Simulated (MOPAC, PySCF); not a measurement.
CF4, SMILES `FC(F)(F)F`, neutral singlet in the gas phase. 

Cartesian coordinates (Å):
```xyz
5

F     -0.7749    -0.5453    -0.9180
C      0.0000     0.0000     0.0000
F     -0.2777     1.2856     0.1028
F     -0.2116    -0.5898     1.1610
F      1.2643    -0.1505    -0.3458
```
Charge 0, spin multiplicity 1.

All levels are single points at this geometry (CAM-B3LYP-D3(BJ)/def2-TZVP); Pople sets use spherical d functions. Orbital energies aren't observables, and empty levels follow the basis.

```tsv
level	HOMO (eV)	LUMO (eV)	gap (eV)	dipole (D)	vertical IE, Delta-SCF (eV)
CAM-B3LYP-D3(BJ)/def2-TZVP in PySCF	-14.23	3.45	17.68	0.00	15.94
PBE-D3(BJ)/def2-TZVP in PySCF	-10.32	1.73	12.05	0.00	–
TPSSh-D3(BJ)/def2-TZVP in PySCF	-11.37	2.41	13.78	0.00	14.97
B3LYP/6-31G* in PySCF	-11.63	5.30	16.94	0.00	15.02
BP86/6-31G* in PySCF	-9.77	4.01	13.77	0.00	–
M06-2X/6-31G* in PySCF	-14.34	7.12	21.46	0.00	–
PBE/6-31G* in PySCF	-9.61	4.14	13.75	0.00	–
SVWN5/6-31G* in PySCF	-9.84	3.88	13.73	0.00	–
HF/3-21G in PySCF	-18.45	11.29	29.74	0.00	–
HF/6-31G* in PySCF	-18.37	11.38	29.74	0.00	16.87
HF/STO-3G in PySCF	-13.30	16.74	30.04	0.00	–
AM1 in MOPAC	-15.37	1.61	16.98	0.00	–
PM3 in MOPAC	-16.81	0.68	17.49	0.00	–
```
